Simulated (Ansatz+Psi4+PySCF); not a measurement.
## doublet SF: levels of theory in one basis

```xyz
2

S     0.0000    0.0000    0.0000
F    -1.5371   -0.4442    0.0096
```

Basis set: cc-pVTZ on F; cc-pV(T+d)Z on S (spherical functions). Left uncorrelated: 6 orbitals. Correlation on ROHF uses semicanonical orbitals with singles. Charge 0, multiplicity 2.

Computed with Ansatz (development build ahead of 0.2.0) and Psi4 1.11; each method stands on the lowest determinant of its kind that the runs found.

```tsv
method	E − E(ROHF) (eV)	<S²> of the determinant
ROHF	0.00	0.75
UHF	-0.17	0.77
ROHF-MP2	-10.94	–
UHF-MP2	-10.90	0.77
```
